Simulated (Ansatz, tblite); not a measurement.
# InCl2F: removing and adding an electron

The task here is to estimate one member of a computed series from the others.

The runs use Ansatz 0.2.0, Gaussian basis; as each input shows.

Plan: charge +1 doublet, at the geometry of the singlet (PBE0-D4/def2-TZVP, PBE-D4/def2-TZVP, r2SCAN-D4/def2-TZVP, CCSD(T)/def2-TZVPP); charge -1 doublet, at the geometry of the singlet (PBE0-D4/def2-TZVPD, PBE-D4/def2-TZVPD, r2SCAN-D4/def2-TZVPD); the starting singlet's energies come from earlier runs.

1 further run of the same task is left out (set aside as unsound or not needed).

## The structure

The geometry is that of the singlet, from an earlier relaxation (r2SCAN-D4/def2-SVP).

4 atoms, charge 0, spin multiplicity 1.

Atoms are counted from 1 here; the program's logs count them from 0.

Bond lengths: In1–Cl2 2.319 Å, In1–Cl3 2.319 Å, In1–F4 1.943 Å. Angles: Cl2–In1–Cl3 123.1°, Cl2–In1–F4 118.4°, Cl3–In1–F4 118.4°.

In takes a core potential in the def2 sets. No spin-orbit coupling is included.

The first run:

in.yaml

```yaml
crystal:
  periodic: [false, false, false]
  atoms:
    - {symbol: In, position_ang: [-0.033841, -0.057008, 0.000195]}
    - {symbol: Cl, position_ang: [2.283292, -0.148272, 0.013999]}
    - {symbol: Cl, position_ang: [-1.223616, 1.933415, -0.016488]}
    - {symbol: F, position_ang: [-1.025835, -1.728135, 0.002293]}
basis:
  gaussian: {orbitals: def2-SVP}
total_charge: 1
magnetization: {spin_polarized: true, initial_magnetization: 1}
hamiltonian: {xc: pbe0, dispersion: d4}
output: {orbitals: {seedname: orbitals}}
```

Launch:

```console
$ ansatz run in.yaml --threads 4 --pin off --events-out ev --progress --plain --max-ram 3916MiB
```

Among the steps run: Charge +1 doublet at the fixed geometry, first pass, PBE0-D4/def2-SVP; Charge +1 doublet at the fixed geometry, PBE0-D4/def2-TZVP; Charge +1 doublet at the fixed geometry, PBE-D4/def2-TZVP; Charge +1 doublet at the fixed geometry, r2SCAN-D4/def2-TZVP; Charge +1 doublet at the fixed geometry, CCSD(T)/def2-TZVPP.

One of the session's tables, all rows but one given; the rest of the session is left out.

It belongs to the step «Vertical ionisation energy». 

| method | vertical ionisation energy (eV) |
| --- | --- |
| HF/def2-TZVPP | 11.13 |
| PBE-D4/def2-TZVP | 11.23 |
| r2SCAN-D4/def2-TZVP | 11.51 |
| PBE0-D4/def2-TZVP | ? |
| MP2/def2-TZVPP | 12.21 |
| CCSD/def2-TZVPP | 12.01 |
| CCSD(T)/def2-TZVPP | 12.02 |

Estimate the missing values for PBE0-D4/def2-TZVP.

The run gave: vertical ionisation energy (eV): 11.74. In the column «vertical ionisation energy (eV)» it lies between r2SCAN-D4/def2-TZVP (11.51) and CCSD/def2-TZVPP (12.01).

Caveats from the session: The anion's highest level is positive in at least one run, so there the basis alone may hold the extra electron.
